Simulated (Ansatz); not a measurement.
## BHO2 (oxoborinic acid): methods side by side

The species is BHO2 (4 atoms), meant as a singlet with charge 0. As SMILES, `O=BO`. Geometry: relaxed at PBE0-D4/def2-TZVP.

```xyz
4

O    -1.5551    0.5235    0.4285
B    -0.4239    0.1320    0.2486
O     0.8167   -0.3020    0.1086
H     1.1623   -0.3535   -0.7857
```

Quantity: the energy change with the B2–O3 bond stretched from 1.322 to 2.644 Å, in eV. The values are calculated.

```
                      level                   kind  program  value (eV)  less FCI/STO-3G  CPU time (all runs)
     HF/STO-3G (restricted)           Hartree–Fock   Ansatz        9.34            +4.34               0.15 s
 revPBE/STO-3G (restricted)                    GGA   Ansatz        6.49            +1.49                1.5 s
 r2SCAN/STO-3G (restricted)               meta-GGA   Ansatz        7.10            +2.10                3.8 s
  BHLYP/STO-3G (restricted)          global hybrid   Ansatz        8.12            +3.12                1.6 s
    MP2/STO-3G (restricted)    perturbation theory   Ansatz        6.69            +1.69               0.19 s
BCCD(T)/STO-3G (restricted)  coupled cluster or CI   Ansatz        4.92            -0.08               0.35 s
   CCSD/STO-3G (restricted)  coupled cluster or CI   Ansatz        5.07            +0.07               0.27 s
 CCSDTQ/STO-3G (restricted)  coupled cluster or CI   Ansatz        5.00             0.00                 16 s
                 FCI/STO-3G     exact in the basis   Ansatz        5.00             0.00                 21 s
```

FCI/STO-3G is exact within its basis and frozen core, so for wave-function methods in that basis the difference is their error; functionals converge differently with the basis, so for them it is only a difference. A spin-restricted reference rises too steeply as a bond breaks; here HF/STO-3G, revPBE/STO-3G, r2SCAN/STO-3G, BHLYP/STO-3G, MP2/STO-3G lie well above the multireference or unrestricted value. The first shape isn't each level's own minimum. The values span 4.92 to 9.34 eV. All rows use very small basis sets, so none should be taken for the real molecule's value. In so small a basis fixed costs decide the times, and correlated methods can beat functionals. CPU times are rough (shared hosts, several kinds of processor and program).
